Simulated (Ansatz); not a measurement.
`C=C/C(F)=C\F` and `C=CC(=C)F` differ in one atom or group.

Ansatz, PBE0-D4/def2-TZVP geometries, multiplicity 1. Each molecule was computed in one conformer, which needn't be the lowest.

```tsv
property	`C=C/C(F)=C\F`
HOMO energy (ωB97M-V/def2-TZVPP) / eV	-8.98
LUMO energy (PBE0/def2-TZVPP) / eV	-1.15
zero-point energy (PBE0-D4/def2-TZVP) / kJ/mol	185.2
HOMO–LUMO gap (PBE/def2-TZVPP) / eV	3.72
HOMO energy (PBE0/def2-TZVPP) / eV	-6.88
HOMO–LUMO gap (PBE0/def2-TZVPP) / eV	5.72
```

What does the change do to each property? (Best estimate.)

Ansatz gave: 
```tsv
property	`C=CC(=C)F`	shift
HOMO energy (ωB97M-V/def2-TZVPP) / eV	-9.12	-0.14
LUMO energy (PBE0/def2-TZVPP) / eV	-1.08	0.07
zero-point energy (PBE0-D4/def2-TZVP) / kJ/mol	204.3	19.1
HOMO–LUMO gap (PBE/def2-TZVPP) / eV	3.96	0.24
HOMO energy (PBE0/def2-TZVPP) / eV	-7.01	-0.13
HOMO–LUMO gap (PBE0/def2-TZVPP) / eV	5.93	0.21
```

With PBE0 the HOMO falls by 0.13 eV and the LUMO rises by 0.07 eV, so the gap widens by about 0.20 eV. PBE moves the HOMO by -0.21 eV and ωB97M-V by -0.14 eV.
